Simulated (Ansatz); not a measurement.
# Where CCSD(T) holds and where it slips

Each species is computed at the geometry given (Å), with frozen cores, in Ansatz 0.2.0: RHF-CCSD(T) for singlets, UHF-CCSD(T) otherwise, and full CI in the same basis. The program picks the determinant by trial CCSD, so it needn't be the lowest Hartree–Fock solution. States: SiP⁺ Π, AlC Σ⁻ or Δ, Si2 Πu. Cases whose determinant has another symmetry than full CI's state, or whose (Q) step broke down, weren't drawn.

Judging by size, spin and bonding, rank them by the size of CCSD(T)'s error in total energy against full CI in the same basis, smallest first (an estimate).
A. AlC, quartet, cc-pVDZ: Al 0.000 0.000 0.000; C 0.000 0.000 2.392
B. Si$_{2}$, triplet, 6-31G: Si 0.000 0.000 0.000; Si 0.000 0.000 1.809
C. SiP⁺, triplet, 6-31G: Si 0.000 0.000 0.000; P 0.000 0.000 5.978

C (0.7 meV), B (43.3 meV), A (56.8 meV).

```csv
species,basis,correlated electrons,CCSD(T) − full CI (meV),CCSDT(Q) − full CI (meV),unpaired electrons (full CI),T1,⟨S²⟩ of the determinant
"SiP⁺, triplet",6-31G,8,-0.7,-2.2,4.03,0.005,3.00
"Si2, triplet",6-31G,8,43.3,4.6,2.10,0.016,2.01
"AlC, quartet",cc-pVDZ,7,56.8,-3.6,3.10,0.042,3.76
```

Unpaired electrons are Σ n²(2−n)² over natural occupations; an open shell counts its own unpaired electrons too. Frozen cores follow each run's orbitals, which moves totals by a few meV. No single determinant describes SiP⁺, triplet well, by full CI's occupations.
